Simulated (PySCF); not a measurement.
A structure optimised at PBE-D3(BJ)/def2-SVP, used in a PySCF frequency run:

```
C
H 1 1.1104
O 1 1.4163 2 105.50
C 3 1.4062 1 114.21 2 165.57
H 4 1.1079 3 107.53 1 -174.94
H 4 1.1170 5 107.87 3 122.66
H 4 1.1191 5 108.33 6 116.08
H 1 1.1203 2 106.94 3 117.35
C 1 1.5282 2 109.68 8 119.19
H 9 1.1087 1 110.43 2 63.04
H 9 1.1089 10 108.05 1 -123.12
H 9 1.1090 10 108.27 11 -115.95
```
Charge 0, spin multiplicity 1.

Problem. Write its SMILES and formula.

Solution. CCOC, C3H8O

Problem. What are its rotational constants (standard atomic weights)?

Solution. 15.899, 5.1069, 4.4548 GHz
